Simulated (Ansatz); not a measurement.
Two shapes of doublet H2NO2.

Shape 1:

```xyz
5

N     0.0054   -0.0252    0.0521
O    -0.4904    0.9970    0.1035
O     3.2031   -0.0115    0.2698
H     3.5684    0.8326    0.3901
H     3.9349   -0.5688    0.1102
```

Shape 2:

```xyz
5

N    -0.0153   -0.0321    0.1046
O    -0.3548    0.9900    0.2059
O     3.1024   -0.0135    0.1404
H     3.3250    0.8959    0.3901
H     3.9117   -0.3943   -0.1902
```

Basis set: def2-SVP (spherical functions). Correlated methods keep 3 orbitals frozen. Charge 0, multiplicity 2.

Computed with Ansatz (development build ahead of 0.2.0); each method stands on the lowest determinant of its kind that the runs found.

Question: Which shape is lower in energy, and by how much in each method?

Answer:

```json
{"method": "UHF", "E(2) − E(1) (eV)": "0.080"}
{"method": "UHF-MP2", "E(2) − E(1) (eV)": "0.281"}
{"method": "PBE0 (unrestricted)", "E(2) − E(1) (eV)": "0.204"}
```

Shape 1 is lower. Caution for PBE0 (unrestricted): charge can spread falsely over distant fragments.
